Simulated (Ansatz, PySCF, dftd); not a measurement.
Species: C₃H₇, charge 0, doublet. C3H7 (SMILES C(C)[CH2], doublet).
B3LYP-D3(BJ)/def2-TZVP minimum from Ansatz (an electronic-structure program):
```xyz
10

C      0.0021     0.1108     0.5655
C      0.0077     1.2936    -0.3331
C     -0.0086    -1.2298    -0.1990
H     -0.8754     0.1418     1.2188
H      0.8812     0.1312     1.2165
H     -0.0146    -2.0711     0.4978
H      0.9356     1.6982    -0.7148
H     -0.9144     1.6801    -0.7468
H     -0.8918    -1.3071    -0.8353
H      0.8722    -1.3206    -0.8368
```
Charge 0, spin multiplicity 2.

Property: enthalpy of formation at 298 K (by atomisation, with ideal-gas terms from PySCF's Hessian at B3LYP-D3(BJ)/def2-TZVP and the atoms' measured values of the G2/97 table; no spin-orbit terms), in kJ/mol. Radicals and triplets start from unrestricted determinants; spin-orbit coupling is neglected. Cores are frozen in correlated methods. No relativity. Double hybrids freeze cores in their MP2 part. Where a partner has so few electrons that a lower coupled-cluster level is exact, that level stands in.

```tsv
level	program	enthalpy of formation at 298 K (kJ/mol)
HF/aug-cc-pVDZ	Ansatz	1007.2
PBE-D3(BJ)/def2-TZVPD	Ansatz + dftd3	43.0
PBE-D4/def2-TZVPD	Ansatz + dftd4	45.0
B2GP-PLYP-D3(BJ)/def2-TZVPD	Ansatz + dftd3	148.6
CCSDT(Q)/cc-pVDZ	Ansatz	348.7
```
